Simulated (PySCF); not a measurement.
2-butanone, C4H8O.
Geometry (PBE0-D3(BJ)/def2-SVP, Å), atoms numbered from 1 in this order:
```
atom  x, y, z in Å
C1    -1.8214   -0.1245    0.8404
C2    -0.4456   -0.5546    0.3742
C3     0.4901    0.6064    0.1007
C4     1.8957    0.2521   -0.3218
O5     0.1288    1.7533    0.2127
H6    -2.4640   -0.9952    1.0360
H7    -1.7545    0.4719    1.7616
H8    -2.3113    0.5066    0.0854
H9    -0.5025   -1.1554   -0.5520
H10    0.0444   -1.2192    1.1082
H11    2.3902   -0.3510    0.4561
H12    1.8796   -0.3595   -1.2378
H13    2.4708    1.1691   -0.4995
```

Computed, not measured: TDDFT PBE0/def2-SVPD, vertical, gas phase, core orbitals frozen in the response (PySCF 2.14.0, density-fitted response routines).

Transition dipole moments from the ground state, in atomic units and in the frame of the coordinates above (overall signs are arbitrary), for the states with f of 0.002 or more among the lowest 10:

```json
{"state": "S2", "E (hartree)": "0.2442", "μx": "0.291", "μy": "0.132", "μz": "-0.083"}
{"state": "S3", "E (hartree)": "0.2769", "μx": "0.141", "μy": "0.101", "μz": "-0.040"}
{"state": "S4", "E (hartree)": "0.2935", "μx": "0.287", "μy": "0.079", "μz": "-0.092"}
{"state": "S5", "E (hartree)": "0.3011", "μx": "0.092", "μy": "0.257", "μz": "0.021"}
{"state": "S6", "E (hartree)": "0.3017", "μx": "0.100", "μy": "0.360", "μz": "-0.062"}
{"state": "S9", "E (hartree)": "0.3145", "μx": "-0.284", "μy": "-0.040", "μz": "0.090"}
{"state": "S10", "E (hartree)": "0.3256", "μx": "0.133", "μy": "0.339", "μz": "-0.045"}
```

Question: What oscillator strength does each state have?

Answer: f = (2/3) ΔE |μ|² with ΔE in hartree (27.2114 eV).

```tsv
state	|μ|² (au)	|μ| (D)	f
S2	0.109	0.84	0.018
S3	0.032	0.45	0.006
S4	0.097	0.79	0.019
S5	0.075	0.70	0.015
S6	0.144	0.96	0.029
S9	0.090	0.76	0.019
S10	0.134	0.93	0.029
```

Question: Which bond between heavy atoms lies closest to the direction of the S10 transition dipole?

Answer: C2–C3, at 18° from it; next C3–O5 at 41°.

Question: What angle do the transition dipoles of S4 and S5 make?

Answer: |cos θ| = |μa·μb| / (|μa| |μb|) = 0.52, so θ ≈ 58° (taken between 0 and 90°, since the signs are arbitrary).

Question: How is the summed strength of these states shared among x, y and z?

Answer: (2/3) Σ ΔE μα² gives 0.058 for x, 0.071 for y and 0.006 for z, 0.135 in all.

The vertical ionisation energy (ΔSCF) is 9.50 eV, 0.64 eV above S10.

The run took 19 s wall on an x86-64 server with one thread (shared host).

One conformer stands for the species.
